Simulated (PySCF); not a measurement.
FLi, SMILES [Li][F] (connectivity only; charge and spin as stated), charge +1, multiplicity 2. Atoms are numbered in the order given.

```xyz
2

Li     0.0000     0.0000    -1.5324
F      0.0000     0.0000     0.5108
```
Charge +1, spin multiplicity 2.

The structure is a stationary point at B3LYP-D3(BJ)/def2-TZVPD. The spin state was assumed, not searched.

Computed with C-PCM-B3LYP/def2-TZVPD in PySCF 2.14.0.

The values are the electrostatic part of the solvation free energy, E(continuum) − E(gas) at the gas-phase geometry, in a cavity of scaled van der Waals radii (PySCF's table); cavitation and dispersion terms are not included. A continuum can't describe solvent molecules that bind to the metal.

Computed values in water (ε = 78.36), toluene (ε = 2.37), dimethylsulfoxide (ε = 46.83):
```csv
solvent,ε,ΔG(elec) (kcal/mol)
water,78.36,-71.8
toluene,2.37,-42.0
dimethylsulfoxide,46.83,-71.2
```
